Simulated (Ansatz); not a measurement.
A made-up structure of CH$_{2}$AlS, doublet:

```xyz
5
angstrom
Al -0.2260 0.6150 -0.4365
C 0.3188 -0.8684 0.6168
S 0.7615 -2.0726 1.4709
H 0.8786 1.2648 -1.3572
H 1.1340 -2.9567 2.4349
```

It is relaxed with PBE-D4/def2-SVP and then PBE0-D4/def2-TZVP (Ansatz 0.2.0). Atoms count as bonded within 1.22 times the sum of their covalent radii (H–H: 0.88 Å). The end point is not checked to be a true minimum.

Question: Does its bonding change? (Judge from chemistry; the calculation decides.)

Answer: By the calculation: No: no bond forms or breaks.

Where it ends: The first stage lowers the energy by 2.72 eV in 17 steps. It ends as CH₂AlS ([AlH][C][SH]):
Al1  (0.025, 0.316, -0.435)
C2  (0.612, -0.963, 0.692)
S3  (0.620, -2.506, 1.181)
H4  (0.619, 1.558, -1.206)
H5  (0.991, -2.422, 2.497)
(Å)

Labels in which every atom is bracketed show which atoms are joined, not bond orders.

For scale, one of the runs: PBE0-D4/def2-TZVP relaxation, 117 basis functions, launched by `ansatz run in.yaml --threads 2 --pin off --events-out ev --progress --plain --max-ram 4352MiB`. Hardware: 2 CPU threads of an Intel Xeon Platinum 8259CL, shared host. Wall time about 76 s.
